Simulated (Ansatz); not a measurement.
The end point of a relaxation of NaF. Space group Fm-3m (No. 225), rock salt type. Calculation: r2SCAN (plane waves to 500 eV, PAW, scalar-relativistic; Ansatz, a first-principles code).

```cif
data_F4Na4
_chemical_formula_sum 'F4 Na4'
_space_group_name_H-M_alt 'Fm-3m'
_space_group_IT_number 225
_space_group_name_Hall '-F 4 2 3'
_cell_length_a 4.59450
_cell_length_b 4.59450
_cell_length_c 4.59450
_cell_angle_alpha 90.000
_cell_angle_beta 90.000
_cell_angle_gamma 90.000
loop_
_atom_site_label
_atom_site_type_symbol
_atom_site_symmetry_multiplicity
_atom_site_Wyckoff_symbol
_atom_site_fract_x
_atom_site_fract_y
_atom_site_fract_z
_atom_site_occupancy
F1 F 4 a 0.00000 0.00000 0.00000 1
Na1 Na 4 b 0.50000 0.50000 0.50000 1
```
(The calculation used a cell of 2 atoms; values per cell refer to that cell.)

Question: Predict the band gap from r2SCAN.

Answer: 7.28 eV, direct at Γ (no spin-orbit coupling).

No spin polarisation in the result.

Measured for NaF: a 4.582 Å (static lattice; corrected from measurement; as listed in Daniel Mejia-Rodriguez, S. B. Trickey, Phys. Rev. B (2018)). Computed minus measured — a: r2SCAN +0.3 %. The computed values are for a static lattice.

The run could not lose the symmetry of its start; a randomly shaken copy of 2 atoms returns to this structure.

All atoms sit on sites fixed by symmetry, so only the cell could relax.
